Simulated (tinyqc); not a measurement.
Inside a calculation. Method: RHF in the sto-6g basis, for H2O, spin multiplicity 1. One step of it, computed by the program tinyqc.

Question. Iteration 11 (converged): orbitals. Diagonalise F' = X^T F X, C = X C', fill 5 alpha and 5 beta electrons from the bottom; D = 2 C_occ C_occ^T. Each column has its largest component positive (the first on a tie).

converged F (hartree), lower triangle:
```
             1O 1s      1O 2s     1O 2px     1O 2py     1O 2pz      2H 1s      3H 1s
1O 1s   -20.525982
1O 2s    -4.964971  -2.309600
1O 2px    0.000000   0.000000  -0.395520
1O 2py    0.000000   0.000000   0.000000  -0.240095
1O 2pz   -0.024840  -0.076271   0.000000   0.000000  -0.281723
2H 1s    -0.857795  -0.791512   0.000000  -0.350122  -0.333440  -0.419682
3H 1s    -0.857795  -0.791513   0.000000   0.350123  -0.333440  -0.263391  -0.419682
```

X:
```
                1          2          3         4          5          6         7
1O 1s   -0.332020   0.000000   0.735817  0.000000  -0.618434   0.000000  0.171061
1O 2s    1.034354   0.000000  -0.305639  0.000000  -0.317796   0.000000  0.437950
1O 2px   0.000000   0.000000   0.000000  1.000000   0.000000   0.000000  0.000000
1O 2py   0.000000   0.845495   0.000000  0.000000   0.000000   0.697971  0.000000
1O 2pz   0.503160   0.000000   0.658638  0.000000   0.619683   0.000000  0.216563
2H 1s   -0.655475  -0.773398  -0.174717  0.000000   0.143727   0.381518  0.385343
3H 1s   -0.655475   0.773398  -0.174717  0.000000   0.143727  -0.381518  0.385343
```

Give: F' = X^T F X; orbital energies; coefficients C; D after iteration 11.

Answer.

F' = X^T F X (hartree), lower triangle:
```
         1       2        3        4        5        6        7
1  -0.2132
2   0.0000  0.5572
3   2.2117  0.0000  -8.8276
4   0.0000  0.0000   0.0000  -0.3955
5  -1.7424  0.0000   8.9111   0.0000  -9.7917
6   0.0000  0.1027   0.0000   0.0000   0.0000  -0.5354
7   0.4438  0.0000  -3.8584   0.0000   4.2602   0.0000  -2.8917
```

orbital energies (hartree): MO1 -20.5289, MO2 -1.2193, MO3 -0.5450, MO4 -0.4489, MO5 -0.3955, MO6 0.4728, MO7 0.5667

coefficients C:
```
            MO1      MO2      MO3      MO4     MO5      MO6      MO7
1O 1s    0.9969  -0.2276   0.0000   0.0876  0.0000  -0.1009   0.0000
1O 2s    0.0142   0.8898   0.0000  -0.4812  0.0000   0.6577   0.0000
1O 2px   0.0000   0.0000   0.0000   0.0000  1.0000   0.0000   0.0000
1O 2py   0.0000   0.0000   0.6165   0.0000  0.0000   0.0000   0.9066
1O 2pz   0.0024   0.0870   0.0000   0.7379  0.0000   0.7522   0.0000
2H 1s   -0.0028   0.1389   0.4516   0.3342  0.0000  -0.7059  -0.7347
3H 1s   -0.0028   0.1389  -0.4516   0.3341  0.0000  -0.7059   0.7347
```

D after iteration 11, lower triangle:
```
          1O 1s    1O 2s  1O 2px   1O 2py  1O 2pz    2H 1s   3H 1s
1O 1s    2.1064
1O 2s   -0.4610   2.0471
1O 2px   0.0000   0.0000  2.0000
1O 2py   0.0000   0.0000  0.0000   0.7603
1O 2pz   0.0945  -0.5553  0.0000   0.0000  1.1041
2H 1s   -0.0102  -0.0744  0.0000   0.5569  0.5173   0.6698
3H 1s   -0.0102  -0.0744  0.0000  -0.5569  0.5173  -0.1460  0.6698
```
